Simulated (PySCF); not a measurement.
# Continuum solvent and chemical shifts

Geometry (Å), atoms numbered from 1 in this order:
```xyz
9

C    -0.758   -1.093   -0.453
C    -0.220    0.113   -0.204
O    -0.648    1.268   -0.719
C     0.937    0.257    0.704
O     1.405    1.352    0.920
H    -1.613   -1.214   -1.120
H    -0.329   -1.976    0.022
H    -0.058    1.949   -0.345
H     1.342   -0.671    1.166
```

GIAO PBE0/pcSseg-1 in PySCF on one PBE0-D3(BJ)/def2-SVP conformer, non-relativistic, equivalent nuclei averaged. Solvents enter as an IEF-PCM continuum (chloroform with ε = 4.7, tetrahydrofuran with ε = 7.4) around the gas-phase geometry. Shifts are referred to TMS computed in the same medium.

Gas phase, δ in ppm: C4 193.4, C2 160.2, C1 108.6, H9 8.95, H8 6.37, H6 5.59, H7 4.93. Dipole moment 1.93 D.

Task: How does each δ change in the continuum?

Result: 
```tsv
atoms	environment	Δδ, chloroform	Δδ, tetrahydrofuran
C4	aldehyde carbonyl carbon	+3.5	+4.1
C2	alkene carbon bearing oxygen	+0.4	+0.5
C1	β carbon of a C=C–C=O unit	+2.9	+3.3
H9	hydrogen on an aldehyde carbonyl carbon	+0.10	+0.12
H8	hydrogen on an enol oxygen	+0.18	+0.20
H6	hydrogen on a β carbon of a C=C–C=O unit	+0.18	+0.21
H7	hydrogen on a β carbon of a C=C–C=O unit	+0.35	+0.41
```

Changes are relative to the gas phase. The dipole moment becomes 2.39 D in chloroform, 2.46 D in tetrahydrofuran.

Task: Which nuclei move most (in ppm), and what does the model miss?

Result: C4 (aldehyde carbonyl carbon, +4.1 ppm) in tetrahydrofuran. A continuum only polarises the solute; specific hydrogen bonds, the anisotropy of aromatic solvents and changes of geometry or conformer are outside it.
